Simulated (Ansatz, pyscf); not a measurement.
B–Cl (SMILES [B]Cl) [singlet] + SiH₄ (SMILES [SiH4]) → BH (SMILES [BH]) [singlet] + H₃Si–Cl (SMILES [SiH3]Cl), a concerted two-bond exchange on the singlet surface: B–Cl, H–Si broken, B–H, Cl–Si formed. Optimised with ωB97X-D3(BJ)/def2-SVP in PySCF. Wave-function energies: Ansatz (a first-principles code), frozen core, RHF or UHF references. In kcal/mol, from the separated reactants.

| level | barrier | reaction energy |
|---|---|---|
| PBE/def2-TZVP | 26.27 | +28.75 |
| M06-2X/def2-TZVP | 32.23 | +22.92 |
| CCSD(T)/cc-pV(D+d)Z | 42.61 | +27.33 |
| CCSDT(Q)/cc-pV(D+d)Z | ? | ? |
| CCSD(T)/cc-pV(T+d)Z | 36.30 | +23.60 |
| CCSD(T)/cc-pV(Q+d)Z | ? | +22.74 |

### Question
Complete the blanks.

### Answer

- CCSDT(Q)/cc-pV(D+d)Z, barrier: 42.24
- CCSDT(Q)/cc-pV(D+d)Z, reaction energy: +27.57
- CCSD(T)/cc-pV(Q+d)Z, barrier: 35.08

In cc-pV(D+d)Z, going from CCSD(T) to CCSDT(Q) shifts the barrier by -0.37 and the reaction energy by +0.24 kcal/mol. With HF in the quadruple-zeta basis and the correlation energy extrapolated as X⁻³ from X = 3, 4, CCSD(T) gives 34.21 and +22.21; adding the double-zeta shift gives ΔE‡ = 33.84 and ΔE = +22.46 kcal/mol, without core correlation, relativity or geometry relaxation at these levels. On the product side the descent ends in a complex, 4.11 kcal/mol under the separated species and 13.30 kcal/mol under the saddle at ωB97X-D3(BJ)/def2-TZVP. At PBE the saddle lies under the separated products, which points to a path from their complex (located at ωB97X-D3(BJ) alone), and parting the products costs more than the saddle. At ωB97X-D3(BJ)/def2-TZVP the barrier from the zero used here is 31.72 kcal/mol. This saddle turned up in a search for another step; its sides and bond changes are read from the two ends of the descent. The same reactants have a lower exit, to H₃Si–BH–Cl (barrier +11.93 kcal/mol at ωB97M-D3(BJ)/def2-TZVP, against +34.68 kcal/mol here). This is the saddle that the search found; another between the same sides may lie lower.
